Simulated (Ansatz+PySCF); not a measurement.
# singlet C₂H₆: levels of theory in one basis

| atom | x (Å) | y (Å) | z (Å) |
| --- | --- | --- | --- |
| C | 0.0000 | 0.0000 | -0.7596 |
| C | 0.0000 | 0.0000 | 0.7596 |
| H | 0.0000 | -1.0240 | -1.1651 |
| H | -0.8868 | 0.5120 | -1.1651 |
| H | 0.8868 | 0.5120 | -1.1651 |
| H | 0.0000 | 1.0240 | 1.1651 |
| H | -0.8868 | -0.5120 | 1.1651 |
| H | 0.8868 | -0.5120 | 1.1651 |

Basis set: def2-SVP (spherical functions). Left uncorrelated: 2 orbitals. Charge 0, multiplicity 1.

Computed with Ansatz (development build ahead of 0.2.0); each method stands on the lowest determinant of its kind that the runs found. NEVPT2 correlates all electrons. Active spaces start from the frontier orbitals, and the lowest solution found is given.

```tsv
method	E − E(RHF) (eV)	<S²> of the determinant
RHF	0.00	0.00
RHF-MP2	-8.23	–
RHF-CCSD(T)	-9.45	–
CASSCF(2,2)	-0.43	–
SC-NEVPT2(2,2)	-8.38	–
```

Problem. What does RHF-CCSD give on the same scale?

Solution. -9.22 eV.

Problem. Is a single determinant a sound starting point here?

Solution. By this sign, yes. Unrestricted orbitals gain 0.00 eV and <S²> is 0.00 against 0.00 for a pure state. The CASSCF(2,2) natural occupations are 1.98, 0.02.

Caution for CASSCF(2,2): other starts end on other solutions of this active space.
